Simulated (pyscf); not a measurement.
PySCF, gas phase, ωB97X-D3(BJ)/def2-SVP geometries.

For the elementary gas-phase step [O=Al]• + water (H₂O) -> •O–AlH–OH (doublet surface; H–O broken, Al–O, Al–H formed), what barrier and reaction energy does ωB97M-D3(BJ)/def2-TZVP give, measured from the separated reactants?

ΔE‡ = 14.7 kcal/mol, ΔE = -40.7 kcal/mol. Zero-point energy shifts the barrier by -2.6 kcal/mol. It is an insertion, with an imaginary mode of 1222i cm⁻¹. On the reactant side the descent ends in an adduct with a Al–O contact, 19.4 kcal/mol under the separated species and 32.0 kcal/mol under the saddle at ωB97X-D3(BJ)/def2-TZVP. What is counted as formed (Al–O) is already present as a longer contact in the reactant adduct; forming that adduct is a step of its own. At ωB97X-D3(BJ) the barrier from the zero used here is 12.7 kcal/mol. •O–AlH–OH lies 33.8 kcal/mol over its isomer [HO–Al–OH]•, and others may lie lower still (electronic energy, ωB97M-D3(BJ)). This is the saddle that the search found; another between the same sides may lie lower. The term symbol of open-shell O=Al was not checked; spin-orbit terms are left out.
